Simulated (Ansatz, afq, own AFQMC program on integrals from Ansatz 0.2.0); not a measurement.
# HCl, singlet in cc-pVDZ, levels against full CI

```xyz
2

Cl    0.0000    0.0000    0.0000
H     0.0000    0.0000    1.7800
```

Basis cc-pVDZ. Noble-gas cores (and the filled d shells of Ga–Kr and In–Xe) are frozen. Integrals, coupled cluster, full CI and functionals: Ansatz 0.2.0; the random walks run on the same integrals in our own AFQMC program. The CISD trial takes its coefficients from CCSD amplitudes. Released means that phaseless walkers are propagated on without the constraint, phases kept. ± is one standard error of the sampling.

Determinant: UHF, the one that the program's search chose, which needn't be the lowest solution. The geometry is a point of a scan.

Full CI on the same integrals is exact in this basis and with this determinant's frozen core.

Cautions: an unrestricted solution with more broken spin lies lower (31 meV, ⟨S²⟩ 0.17), while this determinant keeps restricted orbitals; the released energies are still falling, so no released level is given (meV from the phaseless value at times in 1/Eh: 0 ± 3 at 0.24, -1.2 ± 2.2 at 0.51, -3.7 ± 2.5 at 0.99, -5.5 ± 2.0 at 1.62, -8.4 ± 1.4 at 2.40).

```
T1 diagnostic                               : 0.0114
weight of the determinant in the CISD state : 0.910
⟨S²⟩ of the determinant                     : 0.000
size of the correlated space                : 8 electrons in 18 orbitals
```

Reference: full CI, correlation energy -4.862 eV.

| level | E − E(reference) (meV) | share of correlation (%) |
| --- | --- | --- |
| HF | 4862.3 | 0.00 |
| MP2 | 692.1 | 85.77 |
| CCSD | 123.4 | 97.46 |
| CCSD(T) | 22.9 | 99.53 |
| CCSDT | 11.7 | 99.76 |
| CCSDT(Q) | 0.9 | 99.98 |
| CCSDTQ | 0.5 | 99.99 |
| ph-AFQMC/CISD | 5.2 ± 2.0 | 99.89 |

CCSDT and higher add their correlation energy to the determinant of the CCSD(T) run, since their own runs factorise the integrals more tightly (a shift of under 2 meV). A walk keeps the symmetry of its determinant, which the program's search chose and which needn't be the lowest solution, so a lower state of the same spin and another symmetry isn't excluded.
